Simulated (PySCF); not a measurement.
## BCl + HF → BF + HCl

Level: PBE in the def2-SVP basis family, all electrons, no relativity, computed in PySCF with density fitting; open shells unrestricted.

```json
{"species": "BCl", "state and structure": "singlet, C∞v, B–Cl 1.734 Å", "E (Eh)": "-484.58453", "ZPE (kJ/mol)": "4.9", "H(298 K) − H(0) (kJ/mol)": "8.9", "S° (J/(mol K))": "213.4"}
{"species": "HF", "state and structure": "singlet, C∞v, H–F 0.932 Å", "E (Eh)": "-100.25413", "ZPE (kJ/mol)": "23.7", "H(298 K) − H(0) (kJ/mol)": "8.7", "S° (J/(mol K))": "173.9"}
{"species": "BF", "state and structure": "singlet, C∞v, B–F 1.275 Å", "E (Eh)": "-124.42417", "ZPE (kJ/mol)": "8.2", "H(298 K) − H(0) (kJ/mol)": "8.7", "S° (J/(mol K))": "200.7"}
{"species": "HCl", "state and structure": "singlet, C∞v, H–Cl 1.296 Å", "E (Eh)": "-460.46126", "ZPE (kJ/mol)": "17.4", "H(298 K) − H(0) (kJ/mol)": "8.7", "S° (J/(mol K))": "186.9"}
```

Task: What is the electronic reaction energy?

Result: At PBE/def2-SVP, ΔE = -122.8 kJ/mol from the differences of the total energies times 2625.5, downhill. Ligand exchange with HF takes part in thermal etching.

Task: Add zero-point, thermal and entropy terms for 298.15 K and 1 bar.

Result: ΔZPE = -3.0 and Δ[H(298) − H(0)] = -0.2 kJ/mol give ΔH° = -126.0 kJ/mol. ΔS° = 0.3 J/(mol K), so ΔG° = -126.0 − 298.15 × (0.0003) = -126 kJ/mol and log₁₀K = 22.1.

Each species is the lowest minimum found with this bonding; other isomers or fragments can lie lower.
